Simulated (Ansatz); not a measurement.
A made-up structure of C2H5Si, doublet:

```
8
angstrom
C -0.6782 1.0119 -0.6844
C 0.0830 0.0108 0.0352
Si 0.8495 -1.2333 0.8451
H -1.6530 0.6159 -1.0012
H -0.1596 1.3468 -1.5901
H 0.5666 -0.6876 -0.5988
H 2.1952 -1.0766 1.4376
H 0.2411 -2.5708 1.0248
```

It is relaxed with PBE-D4/def2-SVP and then PBE0-D4/def2-TZVP (Ansatz 0.2.0). Atoms count as bonded within 1.22 times the sum of their covalent radii (H–H: 0.88 Å). The end point is not checked to be a true minimum.

Does its bonding change? (Judge from chemistry; the calculation decides.)

By the calculation: Yes. Formed: none; broken: Si3–H6.

Where it ends: The first stage lowers the energy by 3.93 eV in 16 steps. It ends as C₂H₅Si ([CH2][CH][SiH2]):
```xyz
8
angstrom
C -0.5945 0.4232 -0.8766
C 0.5670 0.0890 -0.3018
Si 0.7150 -1.0461 1.1343
H -1.5376 -0.0090 -0.5548
H -0.6481 1.1353 -1.6947
H 1.4750 0.5669 -0.6666
H 1.9645 -1.8514 1.1197
H -0.4969 -1.8908 1.3086
```

Labels in which every atom is bracketed show which atoms are joined, not bond orders.

For scale, one of the runs: PBE0-D4/def2-TZVP relaxation, 129 basis functions, launched by `ansatz run in.yaml --threads 2 --pin off --events-out ev --progress --plain --max-ram 4352MiB`. The run took about 27 s on 2 CPU threads of an Arm Neoverse V2 (shared host).
